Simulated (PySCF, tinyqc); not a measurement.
Worked calculation: FCI on RHF in the sto-3g basis, frozen core, for HF, spin multiplicity 1. The lowest restricted solution is unstable here: a spin-polarised one lies 0.0245 hartree lower (PySCF). One step of it, computed by the program tinyqc.

Problem. FCI: determinants and Hamiltonian. Slater-Condon rules over spin orbitals, with the nuclear repulsion and the energy of the frozen orbital added and E(HF) subtracted on the diagonal. Only determinants linked to the reference directly or through others are kept (one block of an abelian symmetry group), so some states are absent.

one-electron integrals dressed by the frozen orbital, h + 2 (pq|11) - (p1|1q) (hartree), lower triangle:
```
           2          3          4          5          6
2  -6.713558
3   0.000000  -6.073424
4   0.000000   0.000000  -6.073424
5   0.238051   0.000000   0.000000  -4.859655
6   0.411127   0.000000   0.000000   1.519633  -4.280996
```

energy of the frozen orbital, 2 h_11 + (11|11) = -75.41953158 hartree

Two-electron integrals over orbitals (pq|rs), unique and non-zero (hartree); the lowest 1 orbital is frozen and left out:
```
(22|22) 0.879901    (32|32) 0.191314    (33|22) 0.899684    (33|33) 0.997514
(42|42) 0.191314    (43|43) 0.053770    (44|22) 0.899684    (44|33) 0.889973
(44|44) 0.997514    (52|22) -0.045048   (52|33) -0.057628   (52|44) -0.057628
(52|52) 0.125662    (53|32) -0.022698   (53|53) 0.032545    (54|42) -0.022698
(54|54) 0.032545    (55|22) 0.668740    (55|33) 0.654626    (55|44) 0.654626
(55|52) -0.007888   (55|55) 0.650553    (62|22) -0.069594   (62|33) -0.069676
(62|44) -0.069676   (62|52) -0.083779   (62|55) -0.019672   (62|62) 0.091282
(63|32) -0.023352   (63|53) -0.023878   (63|63) 0.028292    (64|42) -0.023352
(64|54) -0.023878   (64|64) 0.028292    (65|22) -0.258496   (65|33) -0.262085
(65|44) -0.262085   (65|52) 0.070189    (65|55) -0.085838   (65|62) 0.029001
(65|65) 0.249138    (66|22) 0.624742    (66|33) 0.611286    (66|44) 0.611286
(66|52) 0.037856    (66|55) 0.634352    (66|62) -0.047390   (66|65) -0.029607
(66|66) 0.656421
```

nuclear repulsion = 3.45867458 hartree

Hartree-Fock energy = -98.46046295 hartree

Give: determinants; H - E(HF) between determinants.

Solution.

Occupation strings over the orbitals (2 doubly, a alpha, b beta, 0 empty; spin orbitals ordered 1a 1b 2a 2b ...): 222220 2222ab 2a222b 2222ba 2b222a 222202 2a22b2 222022 220222 2b22a2 202222

H - E(HF) between determinants (hartree), lower triangle:
```
         222220   2222ab   2a222b   2222ba   2b222a   222202   2a22b2   222022
222220   0.0000
2222ab   0.0000   0.3440
2a222b   0.0000  -0.0089   1.1576
2222ba   0.0000  -0.2491  -0.0290   0.3440
2b222a   0.0000  -0.0290  -0.0913  -0.0089   1.1576
222202   0.2491   0.0562  -0.0702  -0.0562   0.0702   0.7262
2a22b2  -0.0290   0.0702  -0.2289  -0.0277   0.0838   0.0546   1.5677
222022   0.0283   0.0239   0.0234  -0.0239  -0.0234   0.0325   0.0227   0.7660
220222   0.0283   0.0239   0.0234  -0.0239  -0.0234   0.0325   0.0227   0.0538
2b22a2   0.0290  -0.0277   0.0838   0.0702  -0.2289  -0.0546  -0.1257  -0.0227
202222   0.0913   0.0838   0.0222  -0.0838  -0.0222   0.1257   0.0918   0.1913

         220222   2b22a2  202222
220222   0.7660
2b22a2  -0.0227   1.5677
202222   0.1913  -0.0918  2.6020
```
